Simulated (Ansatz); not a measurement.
**Structure relaxation of BaSi₃Pd**

These are results of DFT r2SCAN, scalar-relativistic, plane waves, PAW (Ansatz 0.2.0), not measurements.

The start is a database structure of BaSi₃Pd, space group I4mm (No. 107).

Input of the last, converged step (default PAW datasets):

```yaml
crystal:
  lattice:
    - [-2.215101915, 2.215101915, 5.11950436]
    - [2.215101915, -2.215101915, 5.11950436]
    - [2.215101915, 2.215101915, -5.11950436]
  atoms:
    - { symbol: Ba, position: [0.615473, 0.615473, 0.0] }
    - { symbol: Si, position: [0.00061149, 0.00061149, 0.0] }
    - { symbol: Si, position: [0.36917345, 0.86917345, 0.5] }
    - { symbol: Si, position: [0.86917345, 0.36917345, 0.5] }
    - { symbol: Pd, position: [0.26226859, 0.26226859, 0.0] }
basis:
  ecutwfc: 500
kpoints:
  mp_grid: { grid: [12, 12, 12] }
hamiltonian:
  xc: r2scan
scf:
  occupations: { method: gaussian, width: 0.1 }
output:
  forces: true
  stress: true
  eigenvalues: true
relax:
  adjacent_minimum: "off"
  f_tol: 0.01
  max_steps: 80
  cell: { stress_tol: 0.05 }
```

Launched as:

```bash
ansatz run input.yaml --threads 1 --pin off --max-ram 2560MiB --backend cpu --events-out ev --progress --plain --runs-dir out
```

The run took 6.8 min on 1 thread of Arm Neoverse V2 (shared host), peak memory 0.94 GiB.

The program printed at the end:

```
SCF converged after 5 iterations
Free energy (F): -14869.901119 eV
Harris-Foulkes:  -14869.901119 eV  (|F-HF|=1.09e-11)
Internal energy: -14869.893292 eV  (E = F + TS)
E sigma→0 (E₀):  -14869.897205 eV
Entropy (-TS):   -0.007827 eV (-1.565 meV/atom)
Fermi energy:    11.102761 eV
--- Per-component energies (eV) ---
  E_band       = -286.693186
  E_kinetic    = 806.611025
  E_local      = -3440.230398  (includes V_loc(G=0)·N_el)
  E_nonlocal   = 344.473037
  E_hartree    = 1446.928024
  E_xc         = -474.591087
  E_vxc        = -534.347358  (∫ρ·V_xc dr)
  E_paw        = -10580.090457  (= ΣΔE_a)
  E_vpaw       = -388.031514  (= ΣTr[D̂ρ^β])
  E_aug_tail   = 0.000119  (compensation charges beyond the density's cutoff)
  E_vtau       = 30.975645  (kinetic-family band-sum trace: ∫τ·v_τ [+ j·A + Jᵃ·Aᵃ] dr)
  E_ewald      = -2972.382585
  E_core_change = -0.610970  (= ΣΔE_core)
  E_smearing   = -0.007827  (= −TS)
  E_closure    =  0.000000  (closes the sum)
  Σ components = -14869.901119   (vs F -14869.901119, Δ=0.00e0)
--- Forces (eV/Å), atoms counted from 1 ---
  atom   1  Ba     0.00000000     0.00000000    -0.00094489
  atom   2  Si     0.00000000     0.00000000    -0.00369937
  atom   3  Si     0.00000000     0.00000000     0.00058656
  atom   4  Si     0.00000000     0.00000000     0.00058656
  atom   5  Pd     0.00000000     0.00000000     0.00347297
  max |Σ_I F_I| component: 1.83e-6 eV/Å
--- Stress (GPa, compression-positive) ---
       -0.015681       0.000000       0.000000
        0.000000      -0.015681       0.000000
        0.000000       0.000000       0.004118
  P = ⅓ Tr σ = -0.0091 GPa (-0.091 kbar)
--- Relaxed structure (4 steps of the walk, 4 accepted, 1 SCFs on fresh bases) ---
  F+E_penalty+E_count = -14869.90111907 eV   max|allowed force component| = 3.700e-3 eV/Å   (the final SCF, on the basis selected at the relaxed cell)
  cell:  # Å, volume = 99.7157 Å³
    - [-2.204527, 2.204527, 5.129472]
    - [2.204527, -2.204527, 5.129472]
    - [2.204527, 2.204527, -5.129472]
  atoms:
    - { symbol: Ba, position: [0.615092, 0.615092, 0.000000] }
    - { symbol: Si, position: [0.001290, 0.001290, 0.000000] }
    - { symbol: Si, position: [0.369289, 0.869289, 0.5] }
    - { symbol: Si, position: [0.869289, 0.369289, 0.5] }
    - { symbol: Pd, position: [0.261741, 0.261741, 0.000000] }
```

Absolute energies hang on the potentials; compare differences alone.

The result has space group I4mm (No. 107). Ba is coordinated by 12 Si at 3.33–3.41 Å and 5 Pd at 3.46–3.63 Å (next Si at 3.96 Å); Si on Wyckoff site a (1 atom of the primitive cell) has 4 Si at 2.59 Å and 1 Pd at 2.67 Å; around Si on Wyckoff site b (2 atoms of the primitive cell) lie 2 Pd at 2.47 Å and 2 Si at 2.59 Å; around Pd lie 4 Si at 2.47 Å and 1 Si at 2.67 Å.

Against the elements it lies at -0.50 eV/atom. The zero of energy is the elements' standard structures at the same level; no fitted shifts are applied.

For metals, differences of a few meV/atom aren't resolved.

Symmetry constrained the relaxation, so the result can be a saddle point.